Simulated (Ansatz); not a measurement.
## Molecular dynamics of BH3SSi

Input:

```yaml
crystal:
  periodic: [false, false, false]
  atoms:
    - { symbol: B, position_ang: [-0.720506, -0.278898, -0.369144] }
    - { symbol: Si, position_ang: [0.964843, -0.143144, -1.180707] }
    - { symbol: S, position_ang: [0.320217, 0.525781, 1.101065] }
    - { symbol: H, position_ang: [-1.868511, -0.51036, -0.223092] }
    - { symbol: H, position_ang: [-0.616727, 0.635123, -1.166366] }
    - { symbol: H, position_ang: [0.160856, -0.775211, 1.660577] }
basis:
  gaussian: { orbitals: def2-SVP }
hamiltonian:
  xc: pbe
  dispersion: d4
md:
  timestep: 0.5
  n_steps: 150
  ensemble: nve
  temperature: 1000.0
  initial_velocities: maxwell_boltzmann
  seed: 52589
```

Run as:

```bash
$ ansatz run input.yaml --threads 1 --pin off --max-ram 2048MiB --backend cpu --events-out ev --progress --plain --runs-dir out
```

It goes on from the last frame of an earlier run, with new velocities.

Output, in part (step lines, the closing report, with atoms numbered from 0):

```
md step     0: t =     0.00 fs  T =  1000.0 K  F+E_penalty+E_count = -19420.38142702 eV  E_kin = 0.517040 eV  conserved = -19419.86438703 eV  (26 SCF iters)
[... lines left out ...]
Total energy: -19420.40639345 eV, -713.6867713351 hartree
Atom 0 at    -0.855711    -0.318404    -0.379167 Å, force     1.345086     0.577877     0.353527 eV/Å
Atom 1 at     1.008815    -0.134792    -1.169023 Å, force    -1.594537    -0.261850     0.856168 eV/Å
Atom 2 at     0.314573     0.522000     1.082890 Å, force     0.088258    -1.358688     0.305682 eV/Å
Atom 3 at    -2.061162    -0.440429    -0.106170 Å, force     0.689969    -0.049964    -0.403354 eV/Å
Atom 4 at    -0.466463     0.772014    -1.044165 Å, force    -0.419707     0.281927    -0.751561 eV/Å
Atom 5 at     0.607585    -0.670823     1.781455 Å, force    -0.109069     0.810698    -0.360462 eV/Å
Dipole moment:     0.110406    -0.114234     0.121991 e Å
```

The steps, from the saved trajectory:

```json
{"time (fs)": "0.0", "T (K)": "1000", "potential energy less start (eV)": "0.000", "conserved less start (meV/atom)": "0.00"}
{"time (fs)": "2.5", "T (K)": "948", "potential energy less start (eV)": "0.027", "conserved less start (meV/atom)": "0.02"}
{"time (fs)": "5.0", "T (K)": "900", "potential energy less start (eV)": "0.052", "conserved less start (meV/atom)": "0.01"}
{"time (fs)": "7.5", "T (K)": "786", "potential energy less start (eV)": "0.111", "conserved less start (meV/atom)": "0.04"}
{"time (fs)": "10.0", "T (K)": "516", "potential energy less start (eV)": "0.251", "conserved less start (meV/atom)": "0.24"}
{"time (fs)": "12.5", "T (K)": "832", "potential energy less start (eV)": "0.087", "conserved less start (meV/atom)": "0.07"}
{"time (fs)": "15.0", "T (K)": "1113", "potential energy less start (eV)": "-0.059", "conserved less start (meV/atom)": "-0.08"}
{"time (fs)": "17.5", "T (K)": "999", "potential energy less start (eV)": "0.002", "conserved less start (meV/atom)": "0.21"}
{"time (fs)": "20.0", "T (K)": "1060", "potential energy less start (eV)": "-0.032", "conserved less start (meV/atom)": "-0.10"}
{"time (fs)": "22.5", "T (K)": "660", "potential energy less start (eV)": "0.177", "conserved less start (meV/atom)": "0.18"}
{"time (fs)": "25.0", "T (K)": "503", "potential energy less start (eV)": "0.258", "conserved less start (meV/atom)": "0.15"}
{"time (fs)": "27.5", "T (K)": "588", "potential energy less start (eV)": "0.213", "conserved less start (meV/atom)": "0.00"}
{"time (fs)": "30.0", "T (K)": "447", "potential energy less start (eV)": "0.287", "conserved less start (meV/atom)": "0.23"}
{"time (fs)": "32.5", "T (K)": "786", "potential energy less start (eV)": "0.110", "conserved less start (meV/atom)": "-0.06"}
{"time (fs)": "35.0", "T (K)": "926", "potential energy less start (eV)": "0.038", "conserved less start (meV/atom)": "0.01"}
{"time (fs)": "37.5", "T (K)": "734", "potential energy less start (eV)": "0.139", "conserved less start (meV/atom)": "0.17"}
{"time (fs)": "40.0", "T (K)": "929", "potential energy less start (eV)": "0.038", "conserved less start (meV/atom)": "0.13"}
{"time (fs)": "42.5", "T (K)": "1174", "potential energy less start (eV)": "-0.091", "conserved less start (meV/atom)": "-0.21"}
{"time (fs)": "45.0", "T (K)": "858", "potential energy less start (eV)": "0.075", "conserved less start (meV/atom)": "0.29"}
{"time (fs)": "47.5", "T (K)": "995", "potential energy less start (eV)": "0.002", "conserved less start (meV/atom)": "-0.09"}
{"time (fs)": "50.0", "T (K)": "675", "potential energy less start (eV)": "0.169", "conserved less start (meV/atom)": "0.15"}
{"time (fs)": "52.5", "T (K)": "578", "potential energy less start (eV)": "0.219", "conserved less start (meV/atom)": "0.22"}
{"time (fs)": "55.0", "T (K)": "879", "potential energy less start (eV)": "0.061", "conserved less start (meV/atom)": "-0.18"}
{"time (fs)": "57.5", "T (K)": "496", "potential energy less start (eV)": "0.262", "conserved less start (meV/atom)": "0.29"}
{"time (fs)": "60.0", "T (K)": "685", "potential energy less start (eV)": "0.162", "conserved less start (meV/atom)": "-0.06"}
{"time (fs)": "62.5", "T (K)": "777", "potential energy less start (eV)": "0.115", "conserved less start (meV/atom)": "0.01"}
{"time (fs)": "65.0", "T (K)": "579", "potential energy less start (eV)": "0.219", "conserved less start (meV/atom)": "0.26"}
{"time (fs)": "67.5", "T (K)": "937", "potential energy less start (eV)": "0.033", "conserved less start (meV/atom)": "0.03"}
{"time (fs)": "70.0", "T (K)": "1058", "potential energy less start (eV)": "-0.031", "conserved less start (meV/atom)": "-0.06"}
{"time (fs)": "72.5", "T (K)": "965", "potential energy less start (eV)": "0.019", "conserved less start (meV/atom)": "0.14"}
{"time (fs)": "75.0", "T (K)": "1047", "potential energy less start (eV)": "-0.025", "conserved less start (meV/atom)": "-0.11"}
```

The run went to its last step. The conserved energy stayed within 0.38 meV per atom of its start (net change -0.11 meV per atom), so the integration is sound. A run of 0.075 ps of so small a system gives no equilibrium averages.

The same pairs are bonded in the first frame and the last. Pairs count as bonded within 1.25 times the sum of covalent radii (0.12 Å more for H–H).

Last frame:

```xyz
6
Properties=species:S:1:pos:R:3
B -0.856 -0.318 -0.379
Si 1.009 -0.135 -1.169
S 0.315 0.522 1.083
H -2.061 -0.440 -0.106
H -0.467 0.772 -1.044
H 0.608 -0.671 1.782
```

Time of the run: 4.1 min on 1 thread of Intel(R) Xeon(R) Processor @ 2.70GHz, with other jobs on the host, peak memory 0.12 GiB.
